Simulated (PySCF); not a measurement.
Gas-phase reaction: 4 SiH₃ + C₆H₆ + 2 (CH₃)₃Si ⇌ 6 vinylsilane

Computed with PySCF (xtb for GFN2) and rigid-rotor harmonic-oscillator thermochemistry at 1 bar. † marks an energy on the PBE0/def2-TZVP geometry and frequencies; other levels use their own. MP2 freezes the core. Open shells (unrestricted): SiH₃ (multiplicity 2), (CH₃)₃Si (multiplicity 2); the rest are closed-shell singlets. GFN2 has no spin-polarisation term. (CH₃)₃Si: computed as isolated molecules; such fragments, hydroxides, amides, oligomers or adducts are transient or little studied in the gas. MP2 isn't extrapolated to the basis-set limit.

PBE0/def2-TZVP gives ΔH°(298 K) = -239 kJ.

What do GFN2-xTB, PBE0/def2-SVP†, MP2/def2-SVP† give?

GFN2-xTB: -473 kJ; PBE0/def2-SVP†: -213 kJ; MP2/def2-SVP†: -257 kJ. For scale, ΔH°(298 K) is -239 kJ at this level, -375 kJ at ωB97M-V/def2-TZVP†, and runs from -473 to -173 kJ over the 18 levels computed († marks an energy on the PBE0/def2-TZVP geometry).
